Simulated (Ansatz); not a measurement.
A nudged elastic band was laid between two geometries of C₂H₆FNO (11 atoms, charge 0, multiplicity 1).

Level of theory: RHF/def2-SVP in Ansatz 0.2.0.

```
movable images  : 5
climbing image  : yes
spring          : 5.0 eV/Å²
optimiser       : quadratic models (default)
start path      : through a guess of the saddle point
force threshold : 0.03 eV/Å
iteration limit : 60
end points      : relaxed
```

Initial state:

```xyz
11
Properties=species:S:1:pos:R:3
N -1.230 0.898 -1.239
C -0.060 0.578 -0.512
O -0.256 -0.557 0.306
C 0.762 -0.901 1.126
F 1.833 -1.337 0.417
H -2.006 1.075 -0.627
H -1.488 0.153 -1.861
H 0.758 0.383 -1.204
H 0.220 1.424 0.123
H 0.424 -1.715 1.763
H 1.107 -0.057 1.730
```

Final state:

```xyz
11
Properties=species:S:1:pos:R:3
N -0.615 0.556 -1.211
C 0.188 1.044 0.066
O -0.186 0.059 1.017
C 0.681 -0.962 1.130
F 0.579 -1.786 0.028
H -1.600 0.375 -1.054
H -0.194 -0.308 -1.517
H -0.513 1.234 -1.949
H -0.405 1.918 0.350
H 0.415 -1.563 1.997
H 1.714 -0.623 1.164
```

(1) What changes between the two ends?

(2) What energy profile does the band end with?

(3) What is the geometry of the highest image?

Answers

(1) Bonds broken: C2–H8. Bonds formed: N1–H8.

(2) The run converged. The highest image is number 4 of 0 to 6, 96.0 kcal/mol above the first end and 31.8 kcal/mol above the last; the last end lies 64.2 kcal/mol above the first. Neighbouring images differ by up to 3.9 eV, so the band resolves the path poorly. A vibrational analysis at the climbing image gives one clearly imaginary mode, 1891i cm⁻¹: a first-order saddle point. The orbitals stay closed-shell, which can raise the energy where a bond breaks towards radicals; this wasn't checked here.

| image | path coordinate (Å) | energy (kcal/mol) | C2–H8 (Å) | N1–H8 (Å) |
| --- | --- | --- | --- | --- |
| 0 | 0.00 | 0.0 | 1.09 | 2.05 |
| 1 | 0.95 | 0.5 | 1.09 | 2.05 |
| 2 | 1.90 | 0.9 | 1.09 | 2.05 |
| 3 | 2.85 | 5.9 | 1.08 | 1.93 |
| 4 | 3.80 | 96.0 | 1.34 | 1.15 |
| 5 | 4.73 | 66.4 | 2.11 | 1.00 |
| 6 | 5.66 | 64.2 | 2.14 | 1.01 |

(3) 
```xyz
11
Properties=species:S:1:pos:R:3
N -0.786 0.502 -1.305
C -0.076 0.967 0.075
O -0.217 -0.038 1.010
C 0.795 -0.935 1.069
F 0.753 -1.758 -0.021
H -1.654 0.935 -1.566
H -0.769 -0.495 -1.417
H 0.272 0.949 -1.218
H -0.676 1.816 0.383
H 0.656 -1.552 1.952
H 1.769 -0.449 1.059
```

Time of the run: 95 s on 2 threads of Arm Neoverse V2, with other jobs on the host, peak memory 0.19 GiB.
